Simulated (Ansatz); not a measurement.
# CH₆NSi+ (SMILES [CH2+]N[SiH3]): one structure at several levels

How do the functionals fare away from a minimum? The structure is a structure displaced at random from a GFN2-xTB minimum.

The runs use Ansatz 0.2.0, Gaussian basis; single points in def2-TZVPP.

Correlated methods freeze the cores. B3LYP uses VWN-RPA correlation.

### Step 1. Starting geometry

SMILES `[CH2+]N[SiH3]`, 9 atoms, charge 1, spin multiplicity 1.

Atoms are counted from 1 here; the program's logs count them from 0.

Bond lengths: C1–N2 1.260 Å, C1–H4 1.094 Å, C1–H5 1.097 Å, N2–Si3 1.876 Å, N2–H6 1.043 Å, Si3–H7 1.415 Å, Si3–H8 1.500 Å, Si3–H9 1.507 Å. Angles: N2–C1–H4 120.2°, N2–C1–H5 124.8°, H4–C1–H5 115.0°, C1–N2–Si3 127.6°, C1–N2–H6 118.6°, Si3–N2–H6 113.7°, N2–Si3–H7 99.8°, N2–Si3–H8 102.5°, N2–Si3–H9 97.1°, H7–Si3–H8 120.9°, H7–Si3–H9 115.5°, H8–Si3–H9 114.9°.

As a file:

```xyz
9

C    -0.82600    0.80660   -0.90950
N     0.06400    0.62240   -0.03720
Si    0.60900   -1.00790    0.71440
H    -1.42260   -0.03480   -1.27410
H    -1.08060    1.77870   -1.34830
H     0.63140    1.43930    0.27730
H     1.95240   -1.03930    0.27160
H    -0.40460   -1.97020    0.17050
H     0.40920   -0.62290    2.15780
```

### Step 2. CCSD(T)/def2-TZVPP

Contents of run/in.yaml:

```yaml
crystal:
  periodic: [false, false, false]
  atoms:
    - {symbol: C, position_ang: [-0.826000, 0.806600, -0.909500]}
    - {symbol: N, position_ang: [0.064000, 0.622400, -0.037200]}
    - {symbol: Si, position_ang: [0.609000, -1.007900, 0.714400]}
    - {symbol: H, position_ang: [-1.422600, -0.034800, -1.274100]}
    - {symbol: H, position_ang: [-1.080600, 1.778700, -1.348300]}
    - {symbol: H, position_ang: [0.631400, 1.439300, 0.277300]}
    - {symbol: H, position_ang: [1.952400, -1.039300, 0.271600]}
    - {symbol: H, position_ang: [-0.404600, -1.970200, 0.170500]}
    - {symbol: H, position_ang: [0.409200, -0.622900, 2.157800]}
basis:
  gaussian: {orbitals: def2-TZVPP}
total_charge: 1
correlation: {method: ccsd_t}
output: {forces: true}
```

No record of the launch command was kept for these runs.

### Step 3. PBE0-D4/def2-TZVPP

run/in.yaml, as its differences from that of step 2:

```diff
@@ -15,3 +15,3 @@
 total_charge: 1
-correlation: {method: ccsd_t}
-output: {forces: true}
+hamiltonian: {xc: pbe0, dispersion: d4}
+output: {forces: true, orbitals: {seedname: orbitals}}
```

### Step 4. wB97M-V/def2-TZVPP

run/in.yaml, as its differences from that of step 3:

```diff
@@ -15,3 +15,3 @@
 total_charge: 1
-hamiltonian: {xc: pbe0, dispersion: d4}
-output: {forces: true, orbitals: {seedname: orbitals}}
+hamiltonian: {xc: {name: wB97M-V}}
+output: {forces: true}
```

### Step 5. r2SCAN-D4/def2-TZVPP

run/in.yaml, as its differences from that of step 4:

```diff
@@ -15,3 +15,3 @@
 total_charge: 1
-hamiltonian: {xc: {name: wB97M-V}}
+hamiltonian: {xc: r2scan, dispersion: d4}
 output: {forces: true}
```

### Step 6. PBE-D4/def2-TZVPP

run/in.yaml, as its differences from that of step 5:

```diff
@@ -15,3 +15,3 @@
 total_charge: 1
-hamiltonian: {xc: r2scan, dispersion: d4}
+hamiltonian: {xc: pbe, dispersion: d4}
 output: {forces: true}
```

### Step 7. B3LYP-D4/def2-TZVPP

run/in.yaml, as its differences from that of step 6:

```diff
@@ -15,3 +15,3 @@
 total_charge: 1
-hamiltonian: {xc: pbe, dispersion: d4}
+hamiltonian: {xc: {name: B3LYP}, dispersion: d4}
 output: {forces: true}
```

### Step 8. BLYP-D4/def2-TZVPP

run/in.yaml, as its differences from that of step 7:

```diff
@@ -15,3 +15,3 @@
 total_charge: 1
-hamiltonian: {xc: {name: B3LYP}, dispersion: d4}
+hamiltonian: {xc: {name: BLYP}, dispersion: d4}
 output: {forces: true}
```

(Steps that only read results are left out.)

**Question.** What will these runs give? Wanted: energy less free atoms, CCSD(T)/def2-TZVPP; RMS force component; RMS force error; HOMO and LUMO, PBE0-D4; T1 diagnostic.

The runs gave:

| quantity | value |
| --- | --- |
| energy less free atoms, CCSD(T)/def2-TZVPP | -23.654 eV |
| RMS force component | 0.663 to 0.802 eV/Å over the methods |
| RMS force error | PBE0-D4 0.240, wB97M-V 0.201, r2SCAN-D4 0.168, PBE-D4 0.185, B3LYP-D4 0.187, BLYP-D4 0.132 eV/Å |
| HOMO and LUMO, PBE0-D4 | -14.99 and -7.49 eV |
| T1 diagnostic | 0.014 |

In words: Against CCSD(T) the functionals' energies less atoms differ by -1.053 to -0.581 eV, PBE-D4 by -1.053 eV. A larger basis would deepen the CCSD(T) value, while the functionals are nearly converged already, so the order here is not reliable. The forces of BLYP-D4 come nearest to CCSD(T), those of PBE0-D4 are farthest. Frozen-core CCSD(T) forces in triple zeta carry basis errors of their own, and this is one geometry, so small gaps rank nothing.
